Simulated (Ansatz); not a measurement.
# H3O+ (oxonium): BCCD(T)/3-21G

Aim: the vertical singlet–triplet gap of H3O+ (oxonium) at BCCD(T)/3-21G, from 2 runs. 

The calculation is run with Ansatz 0.2.0.

## (1) Starting point

The species is H3O+ (4 atoms), meant as a singlet with charge +1. As SMILES, `[OH3+]`. The shape is that of a GFN2-xTB optimisation.

Bond lengths: O1–H2 0.983 Å, O1–H3 0.983 Å, O1–H4 0.984 Å. Angles: H2–O1–H3 112.0°, H2–O1–H4 112.0°, H3–O1–H4 112.0°.

## (2) The energy at BCCD(T)/3-21G

molecule.yaml

```yaml
crystal:
  periodic: [false, false, false]
  atoms:
    - {symbol: O, position_ang: [0.196050, -0.061020, -0.056900]}
    - {symbol: H, position_ang: [0.214230, 0.919440, 0.016470]}
    - {symbol: H, position_ang: [-0.413410, -0.366620, -0.765680]}
    - {symbol: H, position_ang: [0.003130, -0.491800, 0.806120]}
basis:
  gaussian:
    orbitals: 3-21G.json
total_charge: 1
correlation:
  method: bccd_t
  frozen_orbitals: {H: 0, O: 1}
accuracy: high
scf:
  omitted_lower_state_checks: [cluster_reference, increment]
```

The basis set 3-21G is read from a file made from the Basis Set Exchange's data (not shown).

Command:

```
$ ansatz run molecule.yaml --threads 1 --pin off --max-ram 2610MiB --events-out events.jsonl --progress --plain --runs-dir runs
```

The program printed (excerpt; [...] marks lines left out):

```text
Warning: RAYON_NUM_THREADS=1 ignored (pool sized by the plan → 1); use --threads N
Functional definition: HF
  name "HF"
[...]
233 factors; integrals over basis functions are off by at most 3.4e-9 eV
[...]
mean field -2064.91666261 eV, -75.8842877000 hartree, gradient 1.9e-8 eV, S^2 0.000000; 0 other end points of the search recorded, 0 dependent functions left out
1 core orbitals not correlated: weight in the atoms' cores, before any rotation towards them, 1.000 or more for the frozen orbitals, at most 0.000 for the correlated occupied ones
reference -2064.91666261 eV, -75.8842877000 hartree; 4, 4 occupied and 10, 10 virtual orbitals, 233 factors
second order -3.48260528 eV of doubles, -0.00000000 eV of singles
cycle   1  -3.58303959 eV  change   -1.0e-1 eV  update   3.3e-2
[...]
cycle  17  -3.69843915 eV  change   3.8e-13 eV  update  1.1e-10
perturbative correction -0.04212268 eV, -0.0015479798 hartree
Total energy: -2068.65722443 eV, -76.0217508117 hartree
Checks for a lower state left out: cluster_reference, increment
```

Run time: 0.06 s. Hardware: 1 thread of AMD EPYC 9R45 (Zen 5), shared host.

## (3) The triplet

job.yaml

```yaml
crystal:
  periodic: [false, false, false]
  atoms:
    - {symbol: O, position_ang: [0.196050, -0.061020, -0.056900]}
    - {symbol: H, position_ang: [0.214230, 0.919440, 0.016470]}
    - {symbol: H, position_ang: [-0.413410, -0.366620, -0.765680]}
    - {symbol: H, position_ang: [0.003130, -0.491800, 0.806120]}
basis:
  gaussian:
    orbitals: 3-21G.json
magnetization:
  spin_polarized: true
  initial_magnetization: 2
total_charge: 1
correlation:
  method: bccd_t
  frozen_orbitals: {H: 0, O: 1}
scf:
  omitted_lower_state_checks: [cluster_reference, increment]
accuracy: high
```

The basis set 3-21G is read from a file made from the Basis Set Exchange's data (not shown).

Command:

```
$ ansatz run job.yaml --threads 1 --pin off --max-ram 2610MiB --events-out events.jsonl --progress --plain --runs-dir runs
```

The program printed (excerpt; [...] marks lines left out):

```text
Warning: RAYON_NUM_THREADS=1 ignored (pool sized by the plan → 1); use --threads N
[... 2 set-up lines as earlier in the session ...]
[...]
233 factors; integrals over basis functions are off by at most 3.4e-9 eV
[...]
mean field -2054.15787122 eV, -75.4889094092 hartree, gradient 3.0e-8 eV, S^2 2.001318; 0 other end points of the search recorded, 0 dependent functions left out
1 core orbitals not correlated: weight in the atoms' cores, before any rotation towards them, 1.000 or more for the frozen orbitals, at most 0.000 for the correlated occupied ones
reference -2054.15787122 eV, -75.4889094092 hartree; 5, 3 occupied and 9, 11 virtual orbitals, 233 factors
second order -2.85181996 eV of doubles, -0.00000000 eV of singles
cycle   1  -3.07649841 eV  change   -2.2e-1 eV  update   3.5e-2
[...]
cycle  23  -3.20618233 eV  change   8.1e-10 eV  update  7.3e-10
perturbative correction -0.03999756 eV, -0.0014698831 hartree
Total energy: -2057.40405111 eV, -75.6082043197 hartree
Checks for a lower state left out: cluster_reference, increment
```

It took 0.12 s on 1 thread of AMD EPYC 9R45 (Zen 5), shared host.

## (4) Outcome

Level: BCCD(T)/3-21G, 1 core orbital frozen.

```
                                           quantity         value
                              singlet: total energy  -76.02175 Eh
singlet: correlation energy (1 core orbital frozen)    -137.5 mEh
                            singlet: (T) correction     -1.55 mEh
                              triplet: total energy  -75.60820 Eh
triplet: correlation energy (1 core orbital frozen)    -119.3 mEh
                            triplet: (T) correction     -1.47 mEh
         triplet: ⟨S²⟩ of the reference determinant         2.001
   vertical energy of the triplet above the singlet     11.253 eV
```

**Reading.** At this shape the triplet lies 11.25 eV (1086 kJ/mol) above the singlet. The triples (singlet) make up 1.1 % of the correlation energy. The triples (triplet) make up 1.2 % of the correlation energy.
